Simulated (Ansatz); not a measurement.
Computed with Ansatz on PBE0-D4/def2-TZVP structures; ΔE is electronic, products minus reactants. CCSD(T)/CBS is the MP2 limit (def2-TZVPP, def2-QZVPP) plus CCSD(T) − MP2 in def2-TZVPP, frozen cores. This one scheme is used for every species. Functionals use def2-TZVPP. Each species was taken in one conformer, which may not be the lowest.

`CC(N)(F)C=O` + H₂ → `CC(N)F` + `C=O`  (hydrogenolysis of a C–C bond)

`CC(N)(F)C=O`:

Z-matrix (Å, degrees):
```
C
C 1 1.514
H 1 1.090 2 110.0
H 1 1.091 2 110.7 3 121.2
H 1 1.092 2 109.3 3 -119.0
N 2 1.415 1 111.4 3 177.2
F 2 1.392 1 107.8 3 53.4
C 2 1.529 1 109.9 3 -64.1
H 6 1.011 2 112.0 1 -51.2
H 6 1.012 2 111.9 1 -174.6
O 8 1.193 2 124.7 1 121.0
H 8 1.111 2 112.9 1 -59.5
```

H₂:

Z-matrix (Å, degrees):
```
H
H 1 0.746
```

`CC(N)F`:

Z-matrix (Å, degrees):
```
C
C 1 1.506
H 1 1.093 2 110.0
H 1 1.090 2 110.1 3 -119.9
H 1 1.090 2 110.3 3 119.5
N 2 1.409 1 112.2 3 57.8
F 2 1.415 1 107.3 3 -65.5
H 2 1.094 1 111.6 3 -179.6
H 6 1.011 2 112.2 1 -179.3
H 6 1.012 2 111.8 1 -56.1
```

`C=O`:

Z-matrix (Å, degrees):
```
C
O 1 1.195
H 1 1.109 2 122.0
H 1 1.109 2 122.0 3 -180.0
```

| level | ΔE (kcal/mol) |
| --- | --- |
| B2PLYP | -9.9 |
| PBE0 | -9.4 |
| CCSD/def2-TZVPP | -9.6 |
| CCSD(T)/def2-TZVPP | -8.3 |

Problem. What does CCSD(T)/CBS give? (Estimate.)

Solution. The calculation gave: -8.2 kcal/mol. The listed levels differ from it by -1.7, -1.2, -1.4, -0.1 kcal/mol.

Largest T1 diagnostic among the species: 0.015.

The D4 term adds +2.5 kcal/mol with B3LYP and +1.4 kcal/mol with PBE0; it sums over pairs of atoms, weighted by their polarisabilities, and B3LYP, whose exchange is more repulsive, gets the larger term. In def2-TZVPP, CCSD(T) changes the Hartree–Fock value by +5.5 kcal/mol (the triples alone add +1.3 kcal/mol) and MP2 by +6.5 kcal/mol.

B3LYP here is the variant with VWN-RPA as its local correlation; programs differ in this.
